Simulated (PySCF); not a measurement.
Consider cyano radical, `[C]#N` (CN•, doublet). Atom numbers as in the mapped SMILES `[C:1]#[N:2]`.

These are calculated values, PBE0-D3(BJ)/ma-def2-TZVP in PySCF (grid level 2) at geometries from PBE0-D3(BJ)/ma-def2-SVP. The prefix ma- adds one diffuse s and one diffuse p function on all atoms but H. Thermal corrections: PBE0-D3(BJ)/ma-def2-SVP frequencies, unscaled, ideal gas at 298.15 K and 1 bar, quasi-RRHO entropy.

Problem. What are the vertical and the adiabatic ionisation energy for forming the singlet cation?

Solution. 15.21 eV vertical and 15.20 eV adiabatic, the latter with zero-point energy.

Problem. What are the vertical and the adiabatic ionisation energy for forming the triplet cation?

Solution. 14.09 eV vertical and 13.91 eV adiabatic, the latter with zero-point energy.

Problem. Where does the unpaired spin of the relaxed triplet cation sit?

Solution. C1 (nitrile carbon) 1.30, N2 (nitrile nitrogen) 0.70 (intrinsic atomic orbital populations).

Problem. What are the vertical and the adiabatic electron affinity for forming the singlet anion?

Solution. 3.90 eV vertical and 3.90 eV adiabatic, the latter with zero-point energy.

Problem. Which spin state does oxidation lead to?

Solution. The triplet, 1.30 eV below the singlet.

Caveats: the singlet was run as a closed shell, which can place it too high against the triplet, even in the wrong order.

Differences come from unrounded values, so a last digit can differ from that of the printed terms.
